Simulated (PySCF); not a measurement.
Gas-phase reaction: BCl3 + 4 H → BH2Cl + 2 HCl

Method: PySCF energies plus ideal-gas RRHO corrections (1 bar). † marks an energy on the PBE0/def2-TZVP geometry and frequencies; other levels use their own. MP2 freezes the core. Open shells (unrestricted): H (multiplicity 2); the rest are closed-shell singlets. BH2Cl: computed as isolated molecules; such fragments, hydroxides, amides, oligomers or adducts are transient or little studied in the gas. MP2 isn't extrapolated to the basis-set limit; its ΔH°(298 K) is -611.1 kJ in def2-SVP and -668.4 kJ in def2-TZVPP. The harmonic model lacks anharmonicity and excited electronic states, which grow with temperature; levels with a mode under 35 cm⁻¹ are left out.

```csv
level,"ΔE electronic, kJ","ΔH°(298 K), kJ","ΔS°(298 K), J/K","ΔG°(1400 K), kJ"
BLYP/def2-TZVP†,-792,-732,-141,-490
HF/def2-TZVP†,-616,-556,-141,-313
MP2/def2-SVP†,-671,-611,-141,-368
PBE0/def2-QZVP†,-754,-695,-141,-452
PBE0/def2-TZVP,-745,-685,-141,-442
r2SCAN/def2-TZVP†,-754,-694,-141,-451
LDA/def2-TZVP†,-794,-734,-141,-492
```
ΔH° is lowest at LDA/def2-TZVP† and highest at HF/def2-TZVP†. No reference value is set beside these.
